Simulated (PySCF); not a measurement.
Species: acetyl cation, C2H3O (charge +1).
Bonds: C1–C2, C2–O3 (triple). Hydrogens: H4, H5, H6 on C1.

The same species was optimised twice, with GFN2-xTB and with PBE0-D3(BJ)/def2-SVP (PySCF), and the same property calculations (PySCF, gas phase) were run on both structures.

```json
{"coordinate": "C1–C2 (Å)", "GFN2-xTB": "1.375", "PBE0-D3(BJ)/def2-SVP": "1.420", "change": "+0.045"}
{"coordinate": "C1–H6 (Å)", "GFN2-xTB": "1.100", "PBE0-D3(BJ)/def2-SVP": "1.106", "change": "+0.006"}
{"coordinate": "C1–H4 (Å)", "GFN2-xTB": "1.100", "PBE0-D3(BJ)/def2-SVP": "1.106", "change": "+0.006"}
{"coordinate": "C1–H5 (Å)", "GFN2-xTB": "1.100", "PBE0-D3(BJ)/def2-SVP": "1.106", "change": "+0.006"}
{"coordinate": "C2≡O3 (Å)", "GFN2-xTB": "1.114", "PBE0-D3(BJ)/def2-SVP": "1.116", "change": "+0.002"}
{"coordinate": "H5–C1–H6 (°)", "GFN2-xTB": "108.2", "PBE0-D3(BJ)/def2-SVP": "110.5", "change": "+2.3"}
{"coordinate": "H4–C1–H6 (°)", "GFN2-xTB": "108.1", "PBE0-D3(BJ)/def2-SVP": "110.5", "change": "+2.4"}
{"coordinate": "C2–C1–H4 (°)", "GFN2-xTB": "110.8", "PBE0-D3(BJ)/def2-SVP": "108.4", "change": "-2.4"}
{"coordinate": "C2–C1–H6 (°)", "GFN2-xTB": "110.8", "PBE0-D3(BJ)/def2-SVP": "108.4", "change": "-2.4"}
{"coordinate": "H4–C1–H5 (°)", "GFN2-xTB": "108.1", "PBE0-D3(BJ)/def2-SVP": "110.5", "change": "+2.4"}
{"coordinate": "C2–C1–H5 (°)", "GFN2-xTB": "110.8", "PBE0-D3(BJ)/def2-SVP": "108.5", "change": "-2.3"}
{"coordinate": "C1–C2–O3 (°)", "GFN2-xTB": "180.0", "PBE0-D3(BJ)/def2-SVP": "180.0", "change": "0.0"}
```

Rotational constants: A = 157908, B = 9505, C = 9505 MHz (GFN2-xTB) against A = 151706, B = 9230, C = 9230 MHz (PBE0-D3(BJ)/def2-SVP). Point groups within 0.08 Å: C3v and C3v. Atoms that the bonding makes alike are paired by their places after alignment.

On the GFN2-xTB structure: isotropic polarisability (au) 21.7 [wB97X-D/def2-SVPD]; HOMO (eV) -21.04 [wB97X-D/def2-SVPD]; LUMO (eV) -6.45 [wB97X-D/def2-SVPD]; HOMO (eV) -19.15 [PBE0/pcSseg-1]; LUMO (eV) -8.32 [PBE0/pcSseg-1]; GIAO shielding of C1 (ppm) 191.1 [PBE0/pcSseg-1]; GIAO shielding of C2 (ppm) 26.1 [PBE0/pcSseg-1]; GIAO shielding of O3 (ppm) -23.0 [PBE0/pcSseg-1].

What do these properties become on the PBE0-D3(BJ)/def2-SVP structure?

```tsv
property	level	on GFN2-xTB	on PBE0-D3(BJ)/def2-SVP	change
isotropic polarisability (au)	wB97X-D/def2-SVPD	21.7	21.9	+0.2
HOMO (eV)	wB97X-D/def2-SVPD	-21.04	-21.06	-0.02
LUMO (eV)	wB97X-D/def2-SVPD	-6.45	-6.46	-0.01
energy, GFN2-xTB geometry as zero (kcal/mol)	wB97X-D/def2-SVPD	0.0	-1.4	-1.4
HOMO (eV)	PBE0/pcSseg-1	-19.15	-19.17	-0.02
LUMO (eV)	PBE0/pcSseg-1	-8.32	-8.34	-0.02
energy, GFN2-xTB geometry as zero (kcal/mol)	PBE0/pcSseg-1	0.0	-0.9	-0.9
GIAO shielding of C1 (ppm)	PBE0/pcSseg-1	191.1	184.2	-6.9
GIAO shielding of C2 (ppm)	PBE0/pcSseg-1	26.1	23.6	-2.5
GIAO shielding of O3 (ppm)	PBE0/pcSseg-1	-23.0	-31.7	-8.7
```

The heavy atoms differ by 0.022 Å rms after alignment. Among all bonds C1–C2 changes most (+0.045 Å). Changes are differences of the printed values. Neither structure is proved a minimum here. Isolated species at its PBE0-D3(BJ)/def2-SVP geometry, gas phase.

The pairwise dispersion term of wB97X-D wasn't added to the energies; at a given geometry it leaves orbitals and properties as they are.
